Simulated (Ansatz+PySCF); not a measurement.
# singlet C2H4: levels of theory in one basis

| atom | x (Å) | y (Å) | z (Å) |
| --- | --- | --- | --- |
| C | 0.0000 | 0.0000 | -0.7185 |
| C | 0.0000 | 0.0000 | 0.7185 |
| H | 0.0000 | -1.0056 | -1.3395 |
| H | 0.0000 | 1.0056 | -1.3395 |
| H | 0.0000 | -1.0056 | 1.3395 |
| H | 0.0000 | 1.0056 | 1.3395 |

Basis set: def2-SVP (spherical functions). Left uncorrelated: 2 orbitals. Charge 0, multiplicity 1.

Computed with Ansatz (development build ahead of 0.2.0); each method stands on the lowest determinant of its kind that the runs found. NEVPT2 correlates all electrons. Active spaces start from the frontier orbitals, and the lowest solution found is given.

| method | E − E(RHF) (eV) | <S²> of the determinant |
| --- | --- | --- |
| RHF | 0.00 | 0.00 |
| UHF | -0.13 | 0.35 |
| RHF-MP2 | -7.76 | – |
| UHF-MP2 | -7.26 | 0.35 |
| RHF-CCSD | -8.60 | – |
| UHF-CCSD | -8.57 | 0.35 |
| RHF-CCSD(T) | -8.93 | – |
| UHF-CCSD(T) | -8.89 | 0.35 |
| CASSCF(2,2) | -0.93 | – |

(1) What does SC-NEVPT2(2,2) give on the same scale?

(2) Is a single determinant a sound starting point here?

Answers

(1) -8.03 eV. NEVPT2 here correlates all electrons, so it doesn't share the others' frozen core.

(2) Only with care. Unrestricted orbitals gain 0.13 eV and <S²> is 0.35 against 0.00 for a pure state, so spin symmetry breaks but gains little energy; restricted orbitals can still serve. The CASSCF(2,2) natural occupations are 1.88, 0.12.

Caution for UHF, UHF-MP2, UHF-CCSD, UHF-CCSD(T): the unrestricted determinant is spin contaminated; the determinant breaks the point group. Caution for UHF-MP2: another reference gives a lower total.
